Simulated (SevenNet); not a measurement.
## Chalcopyrite ZnGeP₂

All values below come from the machine-learned potential SevenNet-l3i5 (trained on PBE and PBE+U data).

Cell (relaxed at this level):

ZnGeP₂ has the tetragonal space group I-42d (No. 122), the chalcopyrite structure, Pearson symbol tI16. Conventional cell: a = b = 5.4983 Å, c = 10.8617 Å, α = β = γ = 90.00°. Zn on 4a sees 4 P at 2.385 Å (tetrahedral). Ge on 4b has 4 P at 2.358 Å (tetrahedral). P on 8d has 2 Ge at 2.358 Å and 2 Zn at 2.385 Å (tetrahedral). (Neighbours: up to the widest gap in distance over summed covalent radii, below 1.35, at either atom; cation-cation and far metal-metal contacts left out.)
(The calculation used a cell of 8 atoms; values per cell refer to that cell.)

```yaml
lattice_parameter_a: 5.498 Å
c axis length: 10.862 Å
```

Measured, for comparison: lattice constant a 5.463 Å, lattice parameter c 10.74 Å (temperature not stated, not corrected to a static lattice; as tabulated in Rashkeev et al. (1999), arXiv:cond-mat/9809378). Computed (rounded) less measured: lattice constant a +0.6 %, lattice parameter c +1.1 %.

A machine-learned potential is trained on density-functional data: it inherits that level's misses and adds fitting errors of its own.
